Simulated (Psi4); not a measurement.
# CH2ClFO (SMILES OC(F)Cl): a chain of runs

Aim: a structure relaxation (B3LYP-D3(BJ)/STO-3G), then the harmonic vibrations of CH2ClFO. 

Program for the calculation: Psi4 1.11.

### Step 1. The molecule

CH2ClFO: 6 atoms, total charge 0, spin state singlet. SMILES: `OC(F)Cl`. All atoms were displaced at random from a relaxed shape. The run starts from this shape.

Bond lengths: O1–C2 1.286 Å, C2–F3 1.402 Å, C2–Cl4 1.821 Å, O1–H5 0.934 Å, C2–H6 1.127 Å. Angles: O1–C2–F3 106.9°, O1–C2–Cl4 120.3°, F3–C2–Cl4 101.4°, O1–C2–H6 113.7°, F3–C2–H6 109.0°, Cl4–C2–H6 104.5°, C2–O1–H5 110.9°.

### Step 2. A geometry optimisation at B3LYP-D3(BJ)/STO-3G (density fitting) (run 1)

The input, ch2clfo.in:

```
memory 1600 MB

molecule system {
  O      0.575737     0.959110    -0.251108
  C      0.097245    -0.114290     0.269966
  F      0.596097    -1.188386    -0.479539
  Cl    -1.693587    -0.442788     0.219302
  H      0.179951     1.132501    -1.079305
  H      0.380405    -0.257965     1.351686
  units angstrom
}

set basis STO-3G
set reference rks
set geom_maxiter 60

energy_value, wavefunction = optimize("b3lyp-d3bj2b", return_wfn=True)
```

The run is started by

```sh
$ psi4 -n 1 ch2clfo.in ch2clfo.out
```

ch2clfo.out:

```text
[...]
  Running in c1 symmetry.
[...]
  Nuclear repulsion =  168.946070104886701
[...]
  Multiplicity = 1
[...]
  Nalpha       = 21
  Nbeta        = 21
[...]
    Number of basis functions: 26
[...]
   @DF-RKS iter   1:  -666.41744328252730   -8.85352e-01   1.56951e-02 DIIS/ADIIS
[...]
   @DF-RKS iter   7:  -666.57346467170964   -4.54747e-13   2.21592e-09 DIIS
[...]
    Orbital Energies [Eh]
    ---------------------
    Doubly Occupied:
       1A   -100.396565     2A    -24.456963     3A    -18.965637
       4A    -10.188047     5A     -9.200775     6A     -6.979701
       7A     -6.965488     8A     -6.965366     9A     -1.166935
      10A     -1.009740    11A     -0.741115    12A     -0.618106
      13A     -0.474005    14A     -0.455901    15A     -0.405307
      16A     -0.330033    17A     -0.265574    18A     -0.253224
      19A     -0.229715    20A     -0.223621    21A     -0.214536
[...]
  @DF-RKS Final Energy:  -666.57346467170964
   => Energetics <=
    Nuclear Repulsion Energy =            160.3742071820875310
    One-Electron Energy =               -1242.1600087894685203
    Two-Electron Energy =                 458.2748862480692082
    DFT Exchange-Correlation Energy =     -43.0567901424552772
    Empirical Dispersion Energy =          -0.0057591699426735
    VV10 Nonlocal Energy =                  0.0000000000000000
    Total Energy =                       -666.5734646717097576
[...]
 Multipole Moments:
 ------------------------------------------------------------------------------------
     Multipole            Electronic (a.u.)      Nuclear  (a.u.)        Total (a.u.)
 ------------------------------------------------------------------------------------
 L = 1.  Multiply by 2.5417464519 to convert [e a0] to [Debye]
 Dipole X            :         -0.8486408            1.6999052            0.8512644
 Dipole Y            :         -2.1601896            2.2693242            0.1091346
 Dipole Z            :         -0.7113424            0.4017963           -0.3095462
 Magnitude           :                                                    0.9123488
[...]
  -Total Gradient:
     Atom            X                  Y                   Z
    ------   -----------------  -----------------  -----------------
       1        0.000059694243     0.000130749354    -0.000021169289
       2       -0.000195712576    -0.000100565991     0.000053186185
       3        0.000013648764     0.000002318851    -0.000103975636
       4        0.000080902936     0.000017715316    -0.000002381037
       5       -0.000043270160     0.000028238450    -0.000042609086
       6        0.000034881459    -0.000027244057    -0.000052565957
[...]
    Final optimized geometry and variables:
    Molecular point group: c1
    Full point group: C1
    Geometry (in Angstrom), charge = 0, multiplicity = 1:
    O            0.983456157338     1.356801967129    -0.178951897335
    C            0.604929489629     0.057039807955     0.269409640822
    F            1.125812170833    -0.954509899655    -0.517411826454
    CL          -1.316781500429    -0.159009105717     0.265659766010
    H            0.755758159855     1.331101765262    -1.181163541938
    H            0.899542709136    -0.033137801113     1.349432718236
    Psi4 run time: 0:00:15.51
[...]
```

On the terminal:

```text
Optimizer: Optimization complete!
```

Run time: 17 s. Hardware: 1 thread of Intel Xeon Platinum 8488C (Sapphire Rapids), shared host; peak memory 0.33 GiB.

Step by step:

| step | energy from the first frame kept (eV) | largest force (eV/Å) |
| --- | --- | --- |
| 0 | 0.0000 | 8.1788 |
| 1 | -0.9426 | 2.5095 |
| 2 | -1.0505 | 0.9079 |
| 3 | -1.0707 | 0.1908 |
| 4 | -1.0776 | 0.1790 |
| 5 | -1.0793 | 0.0812 |
| 6 | -1.0795 | 0.0284 |
| 7 | -1.0796 | 0.0116 |

After the run. Bond lengths: O1–C2 1.426 Å, C2–F3 1.383 Å, C2–Cl4 1.934 Å, O1–H5 1.028 Å, C2–H6 1.123 Å. Angles: O1–C2–F3 112.8°, O1–C2–Cl4 111.4°, F3–C2–Cl4 106.9°, O1–C2–H6 107.8°, F3–C2–H6 112.9°, Cl4–C2–H6 104.7°, C2–O1–H5 103.0°.

### Step 3. The harmonic vibrations at B3LYP-D3(BJ)/STO-3G (density fitting) (run 2)

The input, input.in:

```
memory 1600 MB

molecule geom {
  0 1
  O      0.543371     1.080414    -0.202102
  C      0.164845    -0.219348     0.246260
  F      0.685727    -1.230898    -0.540562
  Cl    -1.756866    -0.435397     0.242510
  H      0.315673     1.054714    -1.204313
  H      0.459458    -0.309526     1.326283
}

set {
  basis                      STO-3G
  reference                  rks
  t                          400.0
  rotational_symmetry_number 1
}

result, w = frequencies('b3lyp-d3(bj)', return_wfn=True)
print_variables()
```

The run is started by

```sh
$ psi4 input.in input.out -n 1
```

input.out, shortened:

```text
[...]
  Running in c1 symmetry.
[...]
  Nuclear repulsion =  160.374216873162965
[...]
  Multiplicity = 1
[...]
  Nalpha       = 21
  Nbeta        = 21
[...]
    Number of basis functions: 26
[...]
   @DF-RKS iter   1:  -666.44551428385830   -1.21586e+00   1.59070e-02 DIIS/ADIIS
[...]
   @DF-RKS iter  10:  -666.57345950155934   -2.27374e-13   1.04663e-09 DIIS
[...]
  @DF-RKS Final Energy:  -666.57345950155934
   => Energetics <=
    Nuclear Repulsion Energy =            160.3931726315414608
    One-Electron Energy =               -1242.1937501903180419
    Two-Electron Energy =                 458.2904687127501688
    DFT Exchange-Correlation Energy =     -43.0575908702596664
    Empirical Dispersion Energy =          -0.0057597852731012
    VV10 Nonlocal Energy =                  0.0000000000000000
    Total Energy =                       -666.5734595015592276
[...]
 Multipole Moments:
[...]
  -Total Gradient:
     Atom            X                  Y                   Z
    ------   -----------------  -----------------  -----------------
       1       -0.000252715941     0.000192490803    -0.001606149061
       2        0.000046942392    -0.000252371458     0.001177011536
       3        0.000010523534     0.000025244199    -0.000031042520
       4        0.000060134565     0.000008905542    -0.000016591033
       5        0.000312590832     0.000001143900     0.001622593611
       6       -0.000227181384     0.000075641113    -0.001315381722
[...]
  ==> Harmonic Vibrational Analysis <==
[...]
  Freq [cm^-1]                 307.6004            349.5348            453.0604
[...]
  IR activ [km/mol]            17.7417             20.8797             44.1907
[...]
  Freq [cm^-1]                 540.1596            711.5701           1079.6988
[...]
  IR activ [km/mol]            39.9573             116.8681            146.0004
[...]
  Freq [cm^-1]                1212.8285           1287.5184           1403.7343
[...]
  IR activ [km/mol]            62.0340             57.4099             21.7155
[...]
  Freq [cm^-1]                1552.4865           3281.6976           3705.7514
[...]
  IR activ [km/mol]            47.5164              2.2596             14.3460
[...]
  Total E_0, Enthalpy at 0 [K]                                                         -666.53727452 [Eh]
[...]
  Total H, Enthalpy at  400.00 [K]                                                     -666.52939478 [Eh]
[...]
```

Standard output:

```text
Warning: used thermodynamics relations inappropriate for low-frequency modes: ['307.6004' '349.5348' '453.0604' '540.1596']
```

It took 63 s on 1 thread of Intel Xeon Platinum 8488C (Sapphire Rapids), shared host; peak memory 0.31 GiB.

### Step 4. What came out

| quantity | value |
| --- | --- |
| run 1, B3LYP-D3(BJ)/STO-3G: total energy at the end | -666.57346 Eh |
| run 1, B3LYP-D3(BJ)/STO-3G: dipole moment | 2.32 D |
| run 1, B3LYP-D3(BJ)/STO-3G: HOMO energy | -5.84 eV |
| run 1, B3LYP-D3(BJ)/STO-3G: LUMO energy | 2.50 eV |
| run 1, B3LYP-D3(BJ)/STO-3G: HOMO–LUMO gap | 8.34 eV |
| run 1, B3LYP-D3(BJ)/STO-3G: dispersion energy | -15.12 kJ/mol |
| run 2, B3LYP-D3(BJ)/STO-3G: lowest harmonic wavenumber | 308 cm⁻¹ |
| run 2, B3LYP-D3(BJ)/STO-3G: highest harmonic wavenumber | 3706 cm⁻¹ |
| run 2, B3LYP-D3(BJ)/STO-3G: zero-point energy | 95.0 kJ/mol |
| run 2, B3LYP-D3(BJ)/STO-3G: ideal-gas entropy at 400 K (symmetry number 1 as used) | 73.8 cal/(mol K) |

In words: The optimisation (run 1, B3LYP-D3(BJ)/STO-3G) took 8 steps and changed the energy by -1.080 eV. All 12 modes (run 2, B3LYP-D3(BJ)/STO-3G) are real, so the shape is a minimum at this level.
